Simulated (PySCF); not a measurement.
Start geometry of `O=P([O-])([O-])[O-]` from GFN2-xTB (Å):
```
atom  x, y, z in Å
O1     0.211   -0.394    1.517
P2     0.002    0.001   -0.003
O3    -0.832    1.345   -0.090
O4     1.412    0.209   -0.694
O5    -0.784   -1.157   -0.746
```

Question: What comes out of this run: PySCF 2.14.0, PBE0-D3(BJ)/def2-SVP geometry optimisation, gas phase?

Answer: 
```
atom  x, y, z in Å
O1     0.1625   -0.3629    1.7146
P2    -0.0539    0.0215    0.1766
O3    -0.9166    1.3652    0.0792
O4     1.3672    0.2485   -0.5225
O5    -0.8287   -1.1652   -0.5650
```

The energy falls by 0.48 kcal/mol over 4 energy and gradient evaluations, the largest force component goes from 0.0125 to 1.9e-04 Eh/bohr, and the atoms move by 0.014 Å rms after alignment. Among the bonds, O1=P2, P2–O3, P2–O4 and P2–O5 change most and about equally (+0.015 Å). Bonds longer at the end by more than 0.005 Å: 4 of 4; shorter: 0. The orientation of the end geometry is arbitrary; only internal coordinates are fixed.

The run used 74 basis functions and 24 SCF cycles in all.

Whether it is a minimum is left open (no frequencies). Whether so highly charged an anion holds all its electrons in the gas phase wasn't checked; a finite basis holds them in any case. The ion is multiply charged and computed without counter-ions or solvent. The geometry's basis has no diffuse functions, a weakness for an anion.
